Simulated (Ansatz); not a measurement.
Kohn–Sham single points on `S=C1OC1Cl`.

```yaml
crystal:
  periodic: [false, false, false]
  atoms:
    - {symbol: S, position_ang: [-0.684076, -1.636265, 1.568051]}
    - {symbol: C, position_ang: [-0.411376, -0.599994, 0.400924]}
    - {symbol: O, position_ang: [-1.050598, 0.045592, -0.571860]}
    - {symbol: C, position_ang: [0.375967, 0.301138, -0.399599]}
    - {symbol: Cl, position_ang: [0.818938, 1.865829, 0.178750]}
    - {symbol: H, position_ang: [0.993244, -0.040199, -1.222365]}
basis:
  gaussian: {orbitals: def2-TZVPP}
hamiltonian: {xc: r2scan, dispersion: d4}
output: {forces: true, orbitals: {seedname: orbitals}}
```

```sh
$ ansatz run in.yaml --threads 4 --pin off --events-out ev --progress --plain
```

It prints (some lines left out):

```
Functional definition: r2SCAN
1148 factors; their error is unknown
mean field evaluation 1: about -27486.1008 eV, gradient 5.3e1 eV
mean field evaluation 2: about -27461.0493 eV, gradient 1.1e2 eV
mean field evaluation 4: about -27491.7985 eV, gradient 1.4e1 eV
mean field evaluation 8: about -27492.1405 eV, gradient 1.1e-1 eV
mean field evaluation 16: about -27492.1119 eV, gradient 1.1e-2 eV
mean field -27492.11194231 eV, -1010.3164790570 hartree, gradient 3.0e-5 eV, S^2 0.000000; 0 other end points of the search recorded, 0 dependent functions left out
reference -27492.11195097 eV, -1010.3164793755 hartree; 27, 27 occupied and 164, 164 virtual orbitals, 1148 factors
Total energy: -27492.14985285 eV, -1010.3178722439 hartree
Atom 0 at    -0.684076    -1.636265     1.568051 Å, force    -0.047821    -0.123600     0.145564 eV/Å
Atom 1 at    -0.411376    -0.599994     0.400924 Å, force     0.198582    -0.143531     0.227885 eV/Å
Atom 2 at    -1.050598     0.045592    -0.571860 Å, force    -0.663244     0.131853    -0.373773 eV/Å
Atom 3 at     0.375967     0.301138    -0.399599 Å, force     0.472975    -0.116413    -0.056486 eV/Å
Atom 4 at     0.818938     1.865829     0.178750 Å, force     0.053796     0.224068     0.072031 eV/Å
Atom 5 at     0.993244    -0.040199    -1.222365 Å, force    -0.014288     0.027623    -0.015222 eV/Å
Dipole moment:     0.268939     0.071407    -0.296638 e Å
```

It took 3.7 s on 4 threads of a server CPU on a shared host, with 0.25 GiB of host memory at the peak.

With the line `hamiltonian: {xc: {name: wB97M-V}}` (abridged; 7 s):

```
Functional definition: wB97M-V
mean field evaluation 16: about -27493.3894 eV, gradient 3.6e-4 eV
mean field -27493.38941078 eV, -1010.3634251574 hartree, gradient 8.4e-5 eV, S^2 0.000000
Total energy: -27493.38944804 eV, -1010.3634265269 hartree
Atom 0 force    -0.008517     0.001518    -0.003428 eV/Å
Atom 1 force     0.013017    -0.083099     0.105612 eV/Å
Atom 2 force    -0.144722     0.032484    -0.054873 eV/Å
Atom 3 force     0.192087    -0.112092    -0.206257 eV/Å
Atom 4 force     0.017116     0.142851     0.066714 eV/Å
Atom 5 force    -0.068981     0.018339     0.092233 eV/Å
Dipole moment:     0.292937     0.069145    -0.277356 e Å
```

Changing it to `hamiltonian: {xc: {name: LC-wPBE}}` and no forces (abridged; 1.8 s):

```
Functional definition: LC-wPBE
mean field evaluation 16: about -27486.2586 eV, gradient 1.6e-4 eV
mean field -27486.25858086 eV, -1010.1013719915 hartree, gradient 3.5e-5 eV, S^2 0.000000
Total energy: -27486.25858087 eV, -1010.1013719917 hartree
```

The same input with `hamiltonian: {xc: {name: BLYP}, dispersion: d4}` and no forces (abridged; 2.1 s):

```
Functional definition: BLYP
mean field evaluation 16: about -27494.8661 eV, gradient 2.6e-4 eV
mean field -27494.86607407 eV, -1010.4176915324 hartree, gradient 2.2e-5 eV, S^2 0.000000
Total energy: -27495.22772966 eV, -1010.4309821303 hartree
```

The same input with `hamiltonian: {xc: {name: r2SCANh}, dispersion: d4}` and no forces (abridged; 3.5 s):

```
Functional definition: r2SCANh
mean field evaluation 16: about -27491.6890 eV, gradient 5.2e-4 eV
mean field -27491.68900876 eV, -1010.3009365360 hartree, gradient 3.3e-5 eV, S^2 0.000000
Total energy: -27491.72968695 eV, -1010.3024314318 hartree
```

The same input with `hamiltonian: {xc: {name: CAM-B3LYP}, dispersion: d4}` and no forces (abridged; 2.3 s):

```
Functional definition: CAM-B3LYP
mean field evaluation 16: about -27494.4964 eV, gradient 1.0e-4 eV
mean field -27494.49644275 eV, -1010.4041078320 hartree, gradient 4.3e-5 eV, S^2 0.000000
Total energy: -27494.63514527 eV, -1010.4092050554 hartree
```
